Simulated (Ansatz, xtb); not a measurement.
Species: C₂H₆NO (charge +1, singlet). It need not be the lowest isomer of its formula. 
Coordinates optimised at B3LYP-D3(BJ)/def2-TZVP (Ansatz, an electronic-structure program):
SMILES: [OH+]=C(C)N
```xyz
10

O      0.3320     1.2633     0.2216
C      0.0469     0.0170     0.0019
N      0.9676    -0.8878    -0.1870
C     -1.3946    -0.3100    -0.0203
H      0.7060    -1.8497    -0.3555
H     -1.8785     0.2934    -0.7915
H     -1.5731    -1.3651    -0.2080
H     -1.8335    -0.0217     0.9375
H      1.9589    -0.6816    -0.1751
H      1.2772     1.4907     0.2385
```
Charge +1, spin multiplicity 1.

Harmonic wavenumbers from GFN2-xTB (xtb, at its own minimum), cm⁻¹: -41, 399, 497, 511, 608, 663, 693, 914, 969, 1003, 1031, 1123, 1356, 1374, 1400, 1419, 1449, 1622, 3005, 3032, 3069, 3354, 3382, 3433.

Problem. Give the harmonic wavenumbers at B3LYP-D3(BJ)/def2-TZVP (Ansatz, finite differences of forces, unscaled).

Solution. 98, 439, 531, 537, 546, 665, 711, 891, 1039, 1070, 1089, 1192, 1403, 1455, 1460, 1544, 1604, 1716, 3053, 3111, 3165, 3524, 3630, 3702 cm⁻¹. Zero-point energy 54.6 kcal/mol.

Problem. From these and the geometry, give the ideal-gas thermochemistry at 298.15 K and 1 atm (rigid rotor, harmonic oscillator).

Solution. Point group Cs, rotational symmetry number 1. Rotational constants 10.36, 9.135, 5.005 GHz. S(trans) 38.20, S(rot) 24.03, S(vib) 7.16, S(elec, spin only) 0.00, S 69.4 cal/(mol K). H(298) - H(0) 3.64 kcal/mol; G - E(el) 37.5 kcal/mol.
